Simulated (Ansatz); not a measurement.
Task: a single point in a Gaussian basis of H2MgS, SMILES [MgH][SH], with Ansatz 0.2.0 through its Python package. Give the script and its output. Level of theory: CCSD(T), pcseg-2 basis, multiplicity 1.

```xyz
4

Mg    0.0000   -0.8623    0.2990
S    -0.6277    1.0588   -1.1543
H     0.3377   -2.1835    1.3220
H     0.3455    1.9267   -0.4870
```

The script, `energy_h2mgs.py`:
```python
'''Single point of H2MgS.'''

from pathlib import Path

import ansatz as az
import numpy as np

GEOMETRY = '''
Mg   -0.00000   -0.86230    0.29900
S    -0.62770    1.05880   -1.15430
H     0.33770   -2.18350    1.32200
H     0.34550    1.92670   -0.48700
'''

h2mgs = az.Crystal.molecule()
for line in GEOMETRY.strip().splitlines():
    symbol, *xyz = line.split()
    h2mgs = h2mgs.atom(symbol, [float(v) for v in xyz])

base = h2mgs.calculation().basis(gaussian='pcseg-2').correlation('ccsd_t').forces().orbitals()
print(base.to_yaml())
result = base.run(threads=1, backend='cpu', runs_dir='out')
r = result.report

print(f'E = {r["free_energy_ev"]:.6f} eV = {r["free_energy_ev"] / 27.211386246:.7f} Ha')
print('converged:', r['converged'], ' doubts:', r['published_state_doubts'] or 'none')

print('correlation energy', round(r['free_energy_ev'] - r['reference_energy_ev'], 5), 'eV')
cluster = r['correlation'].get('coupled_cluster')
if cluster:
    print('cycles', cluster['cycles'], ' T1 diagnostic', round(cluster['t1_diagnostic'], 4), ' largest double', round(cluster['largest_double'], 4))

state = r['mean_field']['state']
print(f'mean field: {state["energy"]["hartree"]:.7f} Ha, <S^2> = {abs(state["spin_squared"]):.4f}, stability: {state.get("stability", {}).get("kind")}')

symbols = [site.symbol for site in h2mgs.cartesian_sites]
forces = np.array(r['forces_ev_ang'])
print('largest force', round(float(np.linalg.norm(forces, axis=1).max()), 4), 'eV/A, rms', round(float(np.sqrt((forces ** 2).mean())), 4))

charges = r['charge_distribution']
print('dipole moment', round(4.803205 * float(np.linalg.norm(charges['dipole_moment_e_ang'])), 3), 'D')
print('Mulliken:', [(s, round(q, 3)) for s, q in zip(symbols, charges['mulliken_charges_e'])])

lines = Path(r['orbitals_path']).read_text().splitlines()
field_of = lambda key: [line.split('=')[1].strip() for line in lines if line.startswith(key)]
orbitals = [(27.211386 * float(e), s, float(n)) for e, s, n in zip(field_of('Ene='), field_of('Spin='), field_of('Occup='))]
homo = max(e for e, _, n in orbitals if n > 0.5)
lumo = min(e for e, _, n in orbitals if n < 0.5)
print(f'HOMO {homo:.3f} eV, LUMO {lumo:.3f} eV, gap {lumo - homo:.3f} eV')
```

```console
$ python energy_h2mgs.py
crystal:
  periodic: [false, false, false]
  atoms:
    - { symbol: Mg, position_ang: [-0.0, -0.8623, 0.299] }
    - { symbol: S, position_ang: [-0.6277, 1.0588, -1.1543] }
    - { symbol: H, position_ang: [0.3377, -2.1835, 1.322] }
    - { symbol: H, position_ang: [0.3455, 1.9267, -0.487] }
basis:
  gaussian:
    orbitals: pcseg-2
correlation:
  method: ccsd_t
output:
  orbitals: {}
  forces: true

E = -16288.525154 eV = -598.5922587 Ha
converged: True  doubts: none
correlation energy -7.18357 eV
cycles 10  T1 diagnostic 0.0088  largest double 0.0456
mean field: -598.3282674 Ha, <S^2> = 0.0000, stability: minimum
largest force 2.7229 eV/A, rms 1.1167
dipole moment 1.992 D
Mulliken: [('Mg', 0.815), ('S', -0.511), ('H', -0.329), ('H', 0.025)]
HOMO -9.486 eV, LUMO 1.058 eV, gap 10.544 eV
```

Notes:
- Total energies depend on the basis set; only differences at equal settings carry meaning.
- The geometry is a force-field or estimated start, not a minimum of this method, and the basis set is short of its limit.
- Levels such as HOMO and LUMO are orbital energies: in Hartree-Fock the gap is too wide and the LUMO hangs on the basis.
- Inner cores stay frozen; the shell under the valence of alkali and alkaline-earth atoms is correlated with it.
- S² is that of the Hartree-Fock reference.
- The whole script took 22 s on 1 thread of Arm Neoverse N1 (shared host), peak memory 0.34 GiB.
